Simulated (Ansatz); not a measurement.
Reaction (SMILES): F (HF) → HF+ (doublet, bonded as F) + e-
B3LYP-D3(BJ)/def2-TZVP geometries, fixed; electronic energies without zero-point terms.

Basis-set convergence of the adiabatic ionisation energy at CCSD(T) with Ansatz (a first-principles code). Cartesian d functions, on some or all atoms, in 6-31+G*; all else is spherical. Cores are frozen. Open shells are unrestricted. No added dispersion term, no relativity. Functions are those of the species that has most. Reference: Hartree-Fock in aug-cc-pV5Z plus the correlation part extrapolated as X^-3 from aug-cc-pVQZ and aug-cc-pV5Z, 16.127 eV, itself unsure by roughly 0.010 eV (a third of the extrapolation step and of the last Hartree-Fock step). Deviations are taken from unrounded values.

```json
[
 {"basis": "STO-3G", "functions": "6", "adiabatic ionisation energy (eV)": "10.569", "minus reference (eV)": "-5.559"},
 {"basis": "def2-SVP", "functions": "19", "adiabatic ionisation energy (eV)": "15.416", "minus reference (eV)": "-0.711"},
 {"basis": "pcseg-1", "functions": "19", "adiabatic ionisation energy (eV)": "15.675", "minus reference (eV)": "-0.453"},
 {"basis": "6-31+G*", "functions": "21", "adiabatic ionisation energy (eV)": "15.660", "minus reference (eV)": "-0.468"},
 {"basis": "6-311+G**", "functions": "28", "adiabatic ionisation energy (eV)": "15.752", "minus reference (eV)": "-0.376"},
 {"basis": "6-311++G(2d,2p)", "functions": "37", "adiabatic ionisation energy (eV)": "15.894", "minus reference (eV)": "-0.233"},
 {"basis": "def2-TZVP", "functions": "37", "adiabatic ionisation energy (eV)": "15.811", "minus reference (eV)": "-0.316"},
 {"basis": "cc-pVTZ", "functions": "44", "adiabatic ionisation energy (eV)": "15.808", "minus reference (eV)": "-0.320"},
 {"basis": "def2-TZVPD", "functions": "49", "adiabatic ionisation energy (eV)": "15.909", "minus reference (eV)": "-0.218"},
 {"basis": "jun-cc-pV(T+d)Z", "functions": "53", "adiabatic ionisation energy (eV)": "15.967", "minus reference (eV)": "-0.161"},
 {"basis": "aug-pcseg-2", "functions": "69", "adiabatic ionisation energy (eV)": "15.980", "minus reference (eV)": "-0.147"},
 {"basis": "cc-pV5Z", "functions": "146", "adiabatic ionisation energy (eV)": "16.077", "minus reference (eV)": "-0.050"},
 {"basis": "aug-cc-pV5Z", "functions": "207", "adiabatic ionisation energy (eV)": "16.099", "minus reference (eV)": "-0.028"}
]
```

The smallest set listed that lies within 0.1 eV of the reference with all its larger relatives (same family, alike in diffuse functions; a set with none counts only in the reference's own line) is aug-cc-pV5Z (207 functions, -0.028 eV off). Inside, with no larger relative to test it: cc-pV5Z.
